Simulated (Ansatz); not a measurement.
in.yaml

```yaml
crystal:
  periodic: [false, false, false]
  atoms:
    - {symbol: Ge, position_ang: [0.000000, 0.000000, 0.000000]}
    - {symbol: Al, position_ang: [0.000000, 0.000000, 1.989000]}
basis:
  gaussian: {orbitals: cc-pVDZ}
magnetization: {spin_polarized: false, initial_magnetization: 1}
correlation: {method: ccsdt_q, electrons: outside_noble_gas}
```

```sh
$ ansatz run in.yaml --threads 1 --pin off --events-out ev --progress --plain --max-ram 2393MiB
```

Problem. Roughly how long does this take on 1 thread of Arm Neoverse V1, shared host, and how much host memory?

Solution. 20 s wall and 0.14 GiB.

```
850 factors; integrals over basis functions are off by at most 9.0e-8 eV
mean field evaluation 1: about -63051.4466 eV, gradient 6.1e0 eV
mean field evaluation 2: about -63051.5254 eV, gradient 6.2e0 eV
mean field evaluation 4: about -63051.7980 eV, gradient 8.2e-1 eV
mean field evaluation 8: about -63051.8060 eV, gradient 2.8e-3 eV
mean field evaluation 16: about -63051.7934 eV, gradient 1.1e0 eV
mean field evaluation 32: about -63051.3455 eV, gradient 7.1e-1 eV
mean field evaluation 64: about -63051.3749 eV, gradient 3.6e-1 eV
mean field evaluation 96: about -63051.7001 eV, gradient 1.5e0 eV
mean field evaluation 128: about -63051.3898 eV, gradient 9.6e-1 eV
mean field evaluation 160: about -63051.4821 eV, gradient 4.7e0 eV
...
cycle  14  -4.37022942 eV  change   -8.4e-6 eV  update   5.2e-5
cycle  15  -4.37015267 eV  change    7.7e-5 eV  update   2.9e-5
cycle  16  -4.37016802 eV  change   -1.5e-5 eV  update   1.6e-5
cycle  17  -4.37018473 eV  change   -1.7e-5 eV  update   1.1e-5
cycle  18  -4.37018705 eV  change   -2.3e-6 eV  update   6.7e-6
cycle  19  -4.37018793 eV  change   -8.8e-7 eV  update   4.1e-6
cycle  20  -4.37018463 eV  change    3.3e-6 eV  update   2.0e-6
cycle  21  -4.37018407 eV  change    5.6e-7 eV  update   1.0e-6
cycle  22  -4.37018508 eV  change   -1.0e-6 eV  update   5.0e-7
cycle  23  -4.37018539 eV  change   -3.2e-7 eV  update   3.1e-7
perturbative correction -0.02491034 eV, -0.0009154382 hartree
Total energy: -63056.20113458 eV, -2317.2726506677 hartree
```

For the same geometry and basis full CI lies 3.3 meV lower.
